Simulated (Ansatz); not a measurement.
A first, cheap relaxation of C4H7FO, SMILES `CC/C=C(/O)F`.

```yaml
crystal:
  periodic: [false, false, false]
  atoms:
    - {symbol: C, position_ang: [0.356600, -1.915000, 0.165400]}
    - {symbol: C, position_ang: [0.783400, -0.449000, 0.388900]}
    - {symbol: C, position_ang: [0.069600, 0.521800, -0.541700]}
    - {symbol: C, position_ang: [-0.604100, 1.534000, -0.124300]}
    - {symbol: O, position_ang: [-1.264800, 2.364600, -1.036600]}
    - {symbol: F, position_ang: [-0.904500, 1.735000, 1.192400]}
    - {symbol: H, position_ang: [0.527000, -2.185900, -0.872900]}
    - {symbol: H, position_ang: [-0.727900, -1.945500, 0.337800]}
    - {symbol: H, position_ang: [0.835300, -2.543700, 0.864800]}
    - {symbol: H, position_ang: [0.624900, -0.179800, 1.463900]}
    - {symbol: H, position_ang: [1.857500, -0.392000, 0.234900]}
    - {symbol: H, position_ang: [0.286000, 0.401000, -1.577700]}
    - {symbol: H, position_ang: [-1.818600, 3.019800, -0.480000]}
basis:
  gaussian: {orbitals: def2-SVP}
hamiltonian: {xc: pbe, dispersion: d4}
relax: {f_tol: 0.03, max_steps: 200}
```

```sh
$ ansatz run in.yaml --threads 4 --pin off --events-out ev --progress --plain --max-ram 10444MiB
```

It prints (some lines left out):

```
Functional definition: PBE
mean field -9007.95085523 eV, -331.0360881214 hartree, gradient 2.8e-5 eV, S^2 0.000000; 0 other end points of the search recorded, 0 dependent functions left out
relax step   1: F+E_penalty+E_count = -9008.17367018 eV  Δ(F+E_penalty+E_count) = +0.000e0 eV  max|allowed force component| = 3.253e0 eV/Å  Δτ_max = 0.0000 Å  (30 SCF iters, accepted)
mean field -9008.32103788 eV, -331.0496920829 hartree, gradient 8.7e-6 eV, S^2 0.000000; 0 other end points of the search recorded, 0 dependent functions left out
relax step   2: F+E_penalty+E_count = -9008.54192299 eV  Δ(F+E_penalty+E_count) = -3.683e-1 eV  max|allowed force component| = 1.473e0 eV/Å  Δτ_max = 0.1071 Å  (38 SCF iters, accepted)
mean field -9008.38878919 eV, -331.0521818976 hartree, gradient 8.7e-6 eV, S^2 0.000000; 0 other end points of the search recorded, 0 dependent functions left out
relax step   3: F+E_penalty+E_count = -9008.60894778 eV  Δ(F+E_penalty+E_count) = -6.702e-2 eV  max|allowed force component| = 5.011e-1 eV/Å  Δτ_max = 0.0746 Å  (31 SCF iters, accepted)
mean field -9008.38985744 eV, -331.0522211550 hartree, gradient 1.0e-5 eV, S^2 0.000000; 0 other end points of the search recorded, 0 dependent functions left out
relax step   4: F+E_penalty+E_count = -9008.61041931 eV  Δ(F+E_penalty+E_count) = -1.472e-3 eV  max|allowed force component| = 5.385e-1 eV/Å  Δτ_max = 0.1350 Å  (29 SCF iters, accepted)
mean field -9008.40647508 eV, -331.0528318419 hartree, gradient 8.1e-6 eV, S^2 0.000000; 0 other end points of the search recorded, 0 dependent functions left out
relax step   5: F+E_penalty+E_count = -9008.62706012 eV  Δ(F+E_penalty+E_count) = -1.664e-2 eV  max|allowed force component| = 1.346e-1 eV/Å  Δτ_max = 0.0880 Å  (31 SCF iters, accepted)
mean field -9008.40660138 eV, -331.0528364835 hartree, gradient 8.1e-6 eV, S^2 0.000000; 0 other end points of the search recorded, 0 dependent functions left out
relax step   6: F+E_penalty+E_count = -9008.62743333 eV  Δ(F+E_penalty+E_count) = -3.732e-4 eV  max|allowed force component| = 9.072e-2 eV/Å  Δτ_max = 0.0384 Å  (32 SCF iters, accepted)
mean field -9008.40779136 eV, -331.0528802144 hartree, gradient 8.1e-6 eV, S^2 0.000000; 0 other end points of the search recorded, 0 dependent functions left out
relax step   7: F+E_penalty+E_count = -9008.62868179 eV  Δ(F+E_penalty+E_count) = -1.248e-3 eV  max|allowed force component| = 3.824e-2 eV/Å  Δτ_max = 0.0226 Å  (32 SCF iters, accepted)
mean field -9008.40815467 eV, -331.0528935656 hartree, gradient 8.1e-6 eV, S^2 0.000000; 0 other end points of the search recorded, 0 dependent functions left out
relax step   8: F+E_penalty+E_count = -9008.62917450 eV  Δ(F+E_penalty+E_count) = -4.927e-4 eV  max|allowed force component| = 2.689e-2 eV/Å  Δτ_max = 0.0285 Å  (32 SCF iters, accepted)
mean field -9008.40815467 eV, -331.0528935656 hartree, gradient 1.7e-5 eV, S^2 0.000000; 1 other end points of the search recorded, 0 dependent functions left out
Total energy: -9008.62920534 eV, -331.0610170280 hartree
Atom 0 at     0.338176    -1.901015     0.177641 Å, force     0.009665     0.013771    -0.000661 eV/Å
Atom 1 at     0.792582    -0.448382     0.389959 Å, force    -0.017104    -0.026892     0.005593 eV/Å
Atom 2 at     0.133229     0.522665    -0.547521 Å, force     0.000001     0.006331    -0.003486 eV/Å
Atom 3 at    -0.656912     1.539598    -0.162154 Å, force     0.006163    -0.003104     0.023499 eV/Å
Atom 4 at    -1.255875     2.429086    -0.979882 Å, force    -0.011054     0.019176     0.007838 eV/Å
Atom 5 at    -0.925602     1.793713     1.143060 Å, force     0.001303    -0.008578    -0.016796 eV/Å
Atom 6 at     0.545449    -2.240261    -0.858765 Å, force    -0.001855     0.001762     0.000305 eV/Å
Atom 7 at    -0.752630    -2.006642     0.347197 Å, force    -0.003568    -0.000796     0.004280 eV/Å
Atom 8 at     0.862808    -2.593586     0.867419 Å, force     0.000363    -0.001158     0.001907 eV/Å
Atom 9 at     0.594277    -0.141858     1.437700 Å, force     0.002869     0.002623    -0.003713 eV/Å
Atom 10 at     1.897828    -0.397549     0.261669 Å, force     0.008037     0.004394    -0.003607 eV/Å
Atom 11 at     0.269007     0.407980    -1.633839 Å, force     0.002705    -0.002243    -0.001616 eV/Å
Atom 12 at    -1.821936     3.001551    -0.427583 Å, force     0.002473    -0.005286    -0.013543 eV/Å
Dipole moment:    -0.144240     0.147168     0.057701 e Å
```

Run time 12 s (4 threads of an Arm Neoverse V1 on a shared host); peak host memory 0.16 GiB.
